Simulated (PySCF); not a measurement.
Optical rotation: `C[C@@H]1C[C@H]1S`, C₄H₈S

Geometry (Å), atoms numbered from 1 in this order:
```xyz
13

C    -1.583   -0.452   -0.157
C    -0.284    0.013    0.449
C     0.357    1.284   -0.019
C     0.972   -0.037   -0.369
S     2.532   -0.479    0.419
H    -2.423    0.022    0.347
H    -1.626   -0.197   -1.213
H    -1.688   -1.531   -0.058
H    -0.178   -0.220    1.502
H     0.867    1.900    0.706
H    -0.117    1.843   -0.813
H     0.920   -0.377   -1.395
H     2.246   -1.770    0.584
```

Computed with TDDFT CAM-B3LYP/def2-SVPD circular dichroism and optical rotation, one conformer, gas phase (PySCF 2.14.0). Geometry: GFN2-xTB.

The molecule is flexible and this is one conformer; a measurement averages over conformers. States above about 8.1 eV lie in this functional's continuum (it starts at minus the energy of the highest occupied orbital, well below the true ionisation energy for most functionals) and depend on the basis.

Stereocentres: C2 R, C4 R.

What is the specific rotation at 633, 589.3, 546, 436, 405, 365, 355 nm?

[α] in deg dm⁻¹ (g/mL)⁻¹:
```tsv
λ (nm)	origin-invariant length gauge	modified velocity gauge	length gauge (centre of mass)	isotropic polarisability (au)
633	+47.9	+34.5	+48.0	69.2
589.3	+56.9	+41.4	+57.1	69.5
546	+68.9	+50.5	+69.1	69.8
436	+126.7	+96.5	+127.3	71.1
405	+158.3	+122.6	+159.0	71.8
365	+222.6	+177.2	+223.7	72.8
355	+245.6	+197.2	+246.8	73.2
```

And for the mirror image at 589.3 nm?

-56.9 deg dm⁻¹ (g/mL)⁻¹ (origin-invariant length gauge): the same size and the opposite sign.

What is the molar rotation [Φ] = [α]·M/100 of the geometry above at 589.3 nm?

With M = 88.17 g/mol, +50.2 deg cm² dmol⁻¹ (origin-invariant length gauge).

The first excitation lies at 5.59 eV (222 nm) with R = +4.5 × 10⁻⁴⁰ esu² cm² (velocity form).
